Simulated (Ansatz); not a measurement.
# Energy profile

The step: BNH₄S ([NH2][BH][SH]) → BHS ([BH][S]) + NH₃ (still joined by a long B–N bond); bonds formed: N2–H4; bonds broken: S3–H4; bonds weakened to dative contacts: B1–N2 (atoms numbered as in the saddle structure below).

```
atom    x (Å)    y (Å)    z (Å)
  B1  -0.6695   0.0585  -0.4650
  N2   0.5603   0.2727   0.4352
  S3  -0.6982  -1.6605  -0.7321
  H4   0.5008  -1.0705   0.2002
  H5  -1.3745   0.9457  -0.8359
  H6   1.3126   0.8230   0.0311
  H7   0.3685   0.6309   1.3664
```

Electronic energies by CCSD(T) at an estimated basis limit (MP2 extrapolated from triple and quadruple zeta, plus CCSD(T) − MP2 in triple zeta), on PBE0-D4/def2-TZVP structures; BNH4S, singlet; no counterpoise correction. Ansatz 0.2.0; basis: def2-TZVPP and def2-QZVPP; cores frozen in the correlated methods. Extrapolation: Hartree–Fock as exp(−7.88 √X), correlation as X^−2.97.

Question: Give the profile in kJ/mol, counted from the start structure. (To be estimated.)

Answer: Computed:
| point | kJ/mol |
| --- | --- |
| start structure | 0.0 |
| saddle | 188.4 |
| end structure | 104.4 |
| separated: BHS (linked as [BH][S]; B1, S3, H5; singlet) + NH3 (N2, H4, H6, H7; singlet) | 160.9 |

No T1 diagnostic of these runs exceeds 0.020.

For scale, one of the runs: CCSD(T)/def2-TZVPP, 160 basis functions, launched by `ansatz run in.yaml --threads 2 --pin off --events-out ev --progress --plain --max-ram 4352MiB`. The run took 17 s on 2 CPU threads of an Arm Neoverse V2 (shared host), with 1.1 GiB of host memory at its peak.
